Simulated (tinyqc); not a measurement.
Inside a calculation. Method: CCD on RHF in the sto-3g basis, frozen core, for CH3+, spin multiplicity 1. One step of it, computed by the program tinyqc.

Question. Orthogonalisation. S = U s U^T; symmetric (Loewdin) form X = U s^(-1/2) U^T, so that X^T S X = 1.

overlap S, lower triangle:
```
           1C 1s     1C 2s     1C 2px     1C 2py     1C 2pz     2H 1s     3H 1s     4H 1s
1C 1s   1.000000
1C 2s   0.248362  1.000000
1C 2px  0.000000  0.000000   1.000000
1C 2py  0.000000  0.000000   0.000000   1.000000
1C 2pz  0.000000  0.000000   0.000000   0.000000   1.000000
2H 1s   0.069503  0.518122   0.482428   0.000000  -0.020834  1.000000
3H 1s   0.069558  0.518325  -0.241349   0.417843  -0.020846  0.162922  1.000000
4H 1s   0.069558  0.518325  -0.241349  -0.417843  -0.020846  0.162922  0.163074  1.000000
```

Give: eigenvalues of S; X.

Answer.

eigenvalues of S: 0.2324  0.3219  0.3220  0.9590  1.0023  1.5150  1.5151  2.1322

X, lower triangle:
```
          1C 1s    1C 2s   1C 2px   1C 2py  1C 2pz    2H 1s    3H 1s   4H 1s
1C 1s    1.0286
1C 2s   -0.1708   1.5119
1C 2px   0.0000  -0.0002   1.2225
1C 2py   0.0000   0.0000   0.0000   1.2225
1C 2pz   0.0016  -0.0192   0.0000   0.0000  1.0008
2H 1s    0.0261  -0.3805  -0.3840   0.0000  0.0150   1.3139
3H 1s    0.0261  -0.3809   0.1922  -0.3327  0.0151  -0.0382   1.3142
4H 1s    0.0261  -0.3809   0.1922   0.3327  0.0151  -0.0382  -0.0382  1.3142
```
